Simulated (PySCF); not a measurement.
formaldehyde cation (CH₂O), SMILES C=O (connectivity only; charge and spin as stated), charge +1, multiplicity 2. Atoms are numbered in the order given.

```xyz
4

C      0.0000     0.0000    -0.5229
O      0.0000     0.0000     0.6638
H      0.0000     0.9680    -1.0865
H      0.0000    -0.9680    -1.0865
```
Charge +1, spin multiplicity 2.

Coordinates come from a B3LYP-D3(BJ)/def2-TZVPD optimisation. The spin state was assumed, not searched.

Level of theory: PBE/def2-TZVPD run with PySCF.

Mulliken values depend strongly on the basis, most of all with diffuse functions as here. ESP charges are fitted to the potential on shells at 1.4 to 2.0 van der Waals radii. Atomic charges (e):

```
atom  ESP fit  Mulliken  Mulliken spin
----  -------  --------  -------------
C1        ___      0.10           0.01
O2        ___      0.18           0.75
H3        ___      0.36           0.12
H4        ___      0.36           0.12
```

Problem. Fill in the missing entries. (The exact figures need the calculation; the answer reports its results.)

Solution. 
- C1, ESP fit: 0.23
- O2, ESP fit: 0.18
- H3, ESP fit: 0.30
- H4, ESP fit: 0.30
